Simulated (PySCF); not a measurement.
Beryllium: a sound run and one with changed settings

Sound run: Be [He] 2s2, Be+ [He] 2s1. Calculation: PySCF 2.14, in 6-31G*; no relativity, point nucleus. In the sound run the correlated levels freeze 1s2. The sound run starts from symmetry-adapted Hartree-Fock orbitals and uses a fine grid where one is needed.

Changed run: all electrons correlated in a basis built for the valence shell.

```csv
species,method,sound run (hartree),changed run (hartree),converged
Be,MP2,-14.59277,-14.59385,yes
Be,CCSD(T),-14.61305,-14.61394,yes
Be+,MP2,n/a,-14.27619,yes
Be+,CCSD(T),n/a,-14.27627,yes
```

Ionisation energy of Be:

| method | sound run (eV) | changed run (eV) |
| --- | --- | --- |
| UHF | 7.928 | 7.928 |
| MP2 | 8.636 | 8.644 |
| SCS-MP2 | 8.777 | 8.786 |
| CCSD | 9.188 | 9.186 |
| CCSD(T) | 9.188 | 9.188 |

A valence basis has no tight correlating functions, so it recovers only part of the core correlation, and not evenly between atom and ion.

For comparison, NIST gives 9.323 eV between the lowest levels.
